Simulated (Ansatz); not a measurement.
**Bulk modulus B0 of some III–V compounds, all zinc-blende**

Method: r²SCAN-D4 (plane waves, PAW; Ansatz, a first-principles code). References are measured values corrected to a static lattice.

Values in GPa.

```csv
solid,reference,r²SCAN-D4,error (%)
zinc-blende InP,72,70.2,-2.5
zinc-blende GaP,89.6,90.4,+0.9
zinc-blende BP,176 (168–176),172,-2.3
zinc-blende GaAs,76.7,74.8,-2.5
cubic BN,410 (388–410),398,-2.9
zinc-blende InSb,46.1,44.8,-2.8
```

Over these 6 solids the mean error is -2.0 %, the mean absolute error 2.3 % (median 2.5 %), and the worst case cubic BN at -2.9 %; the value is below the reference in 5 of 6 cases.

All these references are brought to a static lattice.

Spin–orbit coupling is left out, also for the solids with elements from indium on (zinc-blende InP, zinc-blende InSb); its size isn't shown.

Brackets give the range of the sources taken for a reference, where it is wide; it can hold other temperatures.

Differences are worked out from the printed values.

Each level is taken at its own relaxed cell. Ansatz's density-functional and Hartree–Fock values are scalar-relativistic unless marked +SOC, with PAW data made under PBE.

Not in this set, of the III–V compounds with a reference value in our tables and a result at some level: 3 for a reference at room or unstated temperature; 2 for no value at r²SCAN-D4 (not run, a failed fit, an unstable or unbound cell, or a value held back for tests); 1 for a high-temperature or high-pressure phase; 1 for sources at odds. These can be a level's best or worst cases. At least 2 more with a reference value are held back for tests. Solids without a released value at any level aren't counted. Layered and molecular crystals are counted apart.

References as tabulated in Mejia-Rodriguez and Trickey (2018), arXiv:1807.09216; Goldzak et al. (2022), arXiv:2208.04865.
